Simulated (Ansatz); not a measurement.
Reaction (SMILES): S=C=O [sulfanylidenemethanone] → O=C=S as triplet, charge 0 (to the triplet)

Wanted: adiabatic triplet-singlet gap, E(triplet) - E(singlet) (0 K, with zero-point energies), in eV. Terms: dispersion terms only where a functional's name holds one; spin-orbit terms left out; 6-31G* and kin with 6d, 5d where marked; UHF or UKS for open shells; non-relativistic. First-principles rows: single points at B3LYP-D3(BJ) geometries (Ansatz, an electronic-structure program), with unscaled harmonic terms from B3LYP/6-31G* (Ansatz) at its own minima. Levels can end on unlike triplets.

```tsv
species	coefficient	E at B3LYP/6-31G* (Ansatz), Eh	E at PBE0/def2-TZVPD (Ansatz), Eh	zero-point energy, kcal/mol
O=C=S	-1	-511.53521	-511.33805	5.74
O=C=S as triplet, charge 0	+1	-511.41975	-511.21982	3.89
```

 1 Eh = 27.2114 eV and 1 eV = 23.0605 kcal/mol.

Question: Compute it at each level from the table.

Answer: 
- B3LYP/6-31G*: the sum of coefficient times E is 0.11546 Eh, or 3.142 eV; the thermal terms add -0.080. Result: 3.06 eV.
- PBE0/def2-TZVPD: the sum of coefficient times E is 0.11823 Eh, or 3.217 eV; the thermal terms add -0.080. Result: 3.14 eV.
